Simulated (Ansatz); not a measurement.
C₄H₆S, SMILES `C=C1SC1C`, relaxed with RKS PBE-D4/def2-SVP in Ansatz 0.2.0 from a rough embedded geometry. The force threshold is 0.03 eV/Å; the program also tests the step.

The species carries charge 0 and has multiplicity 1.

Start:

```xyz
11

C    -0.629    0.440    1.837
C     0.036   -0.152    0.947
S     1.509   -0.800    0.749
C     0.171   -0.678   -0.341
C     0.276    0.170   -1.573
H    -1.694    0.809    1.644
H    -0.243    0.713    2.834
H    -0.345   -1.619   -0.535
H     0.768    1.111   -1.294
H     0.866   -0.373   -2.290
H    -0.715    0.379   -1.977
```

```json
{"step": "1", "energy (eV)": "-15062.4872", "largest force (eV/Å)": "5.938", "largest move (Å)": "0.000"}
{"step": "2", "energy (eV)": "-15063.1388", "largest force (eV/Å)": "3.142", "largest move (Å)": "0.082"}
{"step": "3", "energy (eV)": "-15063.3151", "largest force (eV/Å)": "0.698", "largest move (Å)": "0.077"}
{"step": "4 (rejected)", "energy (eV)": "-15063.3025", "largest force (eV/Å)": "0.578", "largest move (Å)": "0.131"}
{"step": "5", "energy (eV)": "-15063.3340", "largest force (eV/Å)": "0.122", "largest move (Å)": "0.046"}
{"step": "6 (rejected)", "energy (eV)": "-15063.3260", "largest force (eV/Å)": "0.225", "largest move (Å)": "0.099"}
{"step": "7", "energy (eV)": "-15063.3367", "largest force (eV/Å)": "0.056", "largest move (Å)": "0.039"}
{"step": "8", "energy (eV)": "-15063.3370", "largest force (eV/Å)": "0.022", "largest move (Å)": "0.004"}
```

End:

```xyz
11

C    -0.684    0.502    1.872
C     0.079   -0.165    0.997
S     1.658   -0.890    0.774
C     0.166   -0.715   -0.355
C     0.274    0.176   -1.571
H    -1.704    0.807    1.589
H    -0.321    0.756    2.879
H    -0.341   -1.685   -0.526
H     0.808    1.115   -1.327
H     0.809   -0.334   -2.397
H    -0.743    0.434   -1.937
```

Hardware: 4 threads of a server CPU on a shared host. Wall time 9.5 s, peak host memory 0.15 GiB.
